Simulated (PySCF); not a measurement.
formaldehyde (CH₂O), SMILES O=C.

Coordinates come from a PBE0-D3(BJ)/def2-TZVPD optimisation.

Computed with SMD-ωB97X/def2-SVP in PySCF.

Solvation free energies are E(SMD) − E(gas) at the gas-phase geometry, for 1 M in both phases. In vacuum the dipole moment is 2.26 D.

| solvent | ΔG(solv) (kcal/mol) | its non-electrostatic (CDS) part | dipole (D) |
|---|---|---|---|
| water | -1.4 | 4.1 | 3.01 |
| benzene | -1.1 | 0.4 | 2.47 |
| 2-propanol | -1.8 | 2.9 | 2.88 |
